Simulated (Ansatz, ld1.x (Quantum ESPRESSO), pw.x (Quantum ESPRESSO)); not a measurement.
# Rb (Z = 37): does the TM potential hold in the solid?

Rb (Z = 37), norm-conserving Troullier–Martins (Kleinman–Bylander form), made with ld1.x (Quantum ESPRESSO) 7.5 (PBE, scalar-relativistic). Core [Kr], reference 5s1 5p0. Waves: 5s (bound): rc 4.96 bohr; 5p (bound, empty): rc 4.22 bohr; 4d channel at -0.15 Ry: rc 4.64 bohr. Local part: all-electron potential smoothed inside 3.72 bohr (lloc = -2). Core correction: Bessel-smoothed model core inside 3.35 bohr.

Atomic tests: cutoffs needed: 6 Ry and 6 Ry (the cutoffs (Ry, on a coarse ladder) from which the occupation-weighted sum of valence levels, in a spherical-Bessel basis at the reference potential, stays within 10 and 1 mRy of its value at 400 Ry); ghost test: no extra level below or beside the all-electron valence levels (s, p, d, f tested) (spherical-Bessel basis up to 400 Ry, 20 bohr box); largest excitation error: -9.7 meV (all-electron minus pseudo) for 5s0 5p1, out of 2 test configurations.

Crystal test: bcc Rb in pw.x 7.5, no spin, 8³ k-points, Fermi–Dirac smearing 0.01 Ry, cutoffs 50/200 Ry. The reference is all-electron LAPW (Ansatz 0.2.0) with the same functional, mesh and smearing; V0 and B0 come from Birch–Murnaghan fits to the pressures at five volumes. Errors are pseudo minus all-electron; Δ is the rms difference of the E(V) curves that follow from these fits, minima aligned, over ±6 % about the mean V0. Mesh and smearing are coarse, so the numbers serve the comparison and aren't converged zero-temperature values; the lattice is a test structure that the element need not adopt.

```csv
V (Å³/atom),P all-electron (GPa),P pseudo (GPa)
87.211,0.15,0.10
89.506,0.07,0.02
91.801,-0.00,-0.05
94.096,-0.07,-0.11
96.391,-0.12,-0.16
```

All-electron: a0 = 5.681 Å (V0 = 91.67 Å³/atom), B0 = 2.7 GPa.

Pseudopotential: mean pressure error (GPa): -0.04; a0 (Å): 5.651; a0 error (%): -0.53; B0 error (%): +3.0; Δ (meV/atom): 0.9. The largest radius (4.96 bohr) exceeds half the bond length (4.65 bohr), so the spheres overlap, which is one possible source of error among others. This is a poor potential for the solid. The logarithmic derivative shows an extra or strongly shifted pseudo pole above the reference energy (p near 1.38 Ry).

Problem. At the middle volume, how do free energy and pressure move when the wave cutoff is lowered (ecutrho kept at four times it)?

Solution.

| cutoff (Ry) | shift of F (meV/atom) | shift of P (GPa) |
| --- | --- | --- |
| 22 | +0.0 | +0.00 |
| 30 | +0.0 | +0.00 |
| 40 | +0.0 | +0.00 |

Input at the middle volume:

```
&control
  calculation='scf', prefix='x', pseudo_dir='./', outdir='./tmp', tstress=.true., disk_io='none'
/
&system
  ibrav=0, nat=1, ntyp=1, ecutwfc=50, ecutrho=200, nbnd=7,
  occupations='smearing', smearing='fd', degauss=0.01
/
&electrons
  conv_thr=1e-09, mixing_beta=0.4, electron_maxstep=70
/
ATOMIC_SPECIES
Rb 1.0 Rb.UPF
CELL_PARAMETERS angstrom
  -2.84181503 2.84181503 2.84181503
  2.84181503 -2.84181503 2.84181503
  2.84181503 2.84181503 -2.84181503
ATOMIC_POSITIONS crystal
Rb 0.0000 0.0000 0.0000
K_POINTS automatic
8 8 8 0 0 0
```

```bash
pw.x < Rb.scf.in > Rb.scf.out
```

Lines of the output:

```
Message from routine setup:
     using ibrav=0 with symmetry is DISCOURAGED, use correct ibrav instead
     lattice parameter (alat)  =       9.3015  a.u.
     unit-cell volume          =     619.5039 (a.u.)^3
     number of electrons       =         1.00
     number of Kohn-Sham states=            7
     kinetic-energy cutoff     =      50.0000  Ry
     charge density cutoff     =     200.0000  Ry
     scf convergence threshold =      1.0E-09
     Exchange-correlation= PBE
     number of k points=    29  Fermi-Dirac smearing, width (Ry)=  0.0100
     iteration #  1     ecut=    50.00 Ry     beta= 0.40
     total energy              =      -2.80159098 Ry
     estimated scf accuracy    <       0.00055505 Ry
     iteration #  2     ecut=    50.00 Ry     beta= 0.40
     total energy              =      -2.80161461 Ry
     estimated scf accuracy    <       0.00020450 Ry
     iteration #  3     ecut=    50.00 Ry     beta= 0.40
     total energy              =      -2.80161919 Ry
     estimated scf accuracy    <       0.00000009 Ry
     iteration #  4     ecut=    50.00 Ry     beta= 0.40
     total energy              =      -2.80161940 Ry
     estimated scf accuracy    <       0.00000004 Ry
     iteration #  5     ecut=    50.00 Ry     beta= 0.40
     total energy              =      -2.80161940 Ry
     estimated scf accuracy    <          1.8E-09 Ry
     iteration #  6     ecut=    50.00 Ry     beta= 0.40
     the Fermi energy is    -0.4438 ev
!    total energy              =      -2.80161940 Ry
     estimated scf accuracy    <          8.0E-11 Ry
     smearing contrib. (-TS)   =      -0.00421024 Ry
     The total energy is F=E-TS. E is the sum of the following terms:
     one-electron contribution =       0.26001439 Ry
     hartree contribution      =       0.00143005 Ry
     xc contribution           =      -2.72002095 Ry
     ewald contribution        =      -0.33883265 Ry
     convergence has been achieved in   6 iterations
          total   stress  (Ry/bohr**3)                   (kbar)     P=       -0.47
     Message from routine punch:
     Nothing written, as per user request (disk_io='none')
```

The run at the middle volume (29 k-points, 6 iterations) took about 8.8 s on one core of a shared host (Neoverse-V2, 32 threads, 247 GiB, load 22).
